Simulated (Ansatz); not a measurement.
The input, for Ansatz 0.2.0:

```yaml
crystal:
  periodic: [false, false, false]
  atoms:
    - {symbol: B, position_ang: [0.000000, 0.000000, -0.223191]}
    - {symbol: B, position_ang: [0.000000, 0.000000, -1.743618]}
    - {symbol: H, position_ang: [0.000000, 0.000000, 1.966809]}
basis:
  gaussian: {orbitals: 6-31G}
magnetization: {spin_polarized: false, initial_magnetization: 3}
hamiltonian: {pseudopotentials: {relativity: scalar}}
correlation: {method: bccd_t, electrons: outside_noble_gas}
accuracy: high
scf: {omitted_lower_state_checks: [cluster_reference]}
```

```sh
$ ansatz run in.yaml --threads 1 --pin off --events-out ev --progress --plain --max-ram 2393MiB
```

The program prints:

```
these checks for a lower state are left out or cut short: cluster_reference
457 factors; integrals over basis functions are off by at most 2.1e-9 eV
mean field evaluation 1: about -1348.6244 eV, gradient 7.4e0 eV
mean field evaluation 2: about -1348.6304 eV, gradient 7.4e0 eV
mean field evaluation 4: about -1349.9303 eV, gradient 3.7e0 eV
mean field evaluation 8: about -1350.6510 eV, gradient 1.3e0 eV
mean field evaluation 16: about -1350.7016 eV, gradient 1.5e-8 eV
mean field evaluation 32: about -1347.5207 eV, gradient 1.9e-2 eV
mean field evaluation 64: about -1348.3551 eV, gradient 6.9e-1 eV
mean field evaluation 96: about -1348.7503 eV, gradient 2.7e-1 eV
mean field -1350.70158162 eV, -49.6373675860 hartree, gradient 1.5e-8 eV, S^2 3.750000; 9 other end points of the search recorded, 0 dependent functions left out
2 core orbitals not correlated: weight in the atoms' cores, before any rotation towards them, 1.000 or more for the frozen orbitals, at most 0.000 for the correlated occupied ones
reference -1350.70158162 eV, -49.6373675860 hartree; 5, 2 occupied and 13, 16 virtual orbitals, 457 factors
second order -2.26226992 eV of doubles, -0.02456169 eV of singles
cycle   1  -2.86781467 eV  change   -5.8e-1 eV  update   1.0e-1
cycle   2  -3.30154530 eV  change   -4.3e-1 eV  update   5.8e-2
...
cycle  26  -3.38979290 eV  change   -2.4e-8 eV  update   4.8e-8
cycle  27  -3.38979224 eV  change    6.6e-7 eV  update   1.8e-7
cycle  28  -3.38979191 eV  change    3.3e-7 eV  update   1.1e-7
cycle  29  -3.38979175 eV  change    1.6e-7 eV  update   5.5e-8
cycle  30  -3.38979169 eV  change    5.6e-8 eV  update   3.1e-8
cycle  31  -3.38979167 eV  change    2.3e-8 eV  update   1.7e-8
cycle  32  -3.38979167 eV  change   -4.9e-9 eV  update   1.1e-8
cycle  33  -3.38979168 eV  change   -1.0e-8 eV  update   6.7e-9
cycle  34  -3.38979169 eV  change   -3.4e-9 eV  update   2.1e-9
cycle  35  -3.38979169 eV  change  -3.1e-10 eV  update  7.1e-10
perturbative correction -0.12821938 eV, -0.0047119754 hartree
Total energy: -1354.21959269 eV, -49.7666521082 hartree
Relativity: scalar
Checks for a lower state left out: cluster_reference
```

Ran on 1 thread of Intel Xeon, shared host: 2.4 s wall, 0.14 GiB peak host memory.
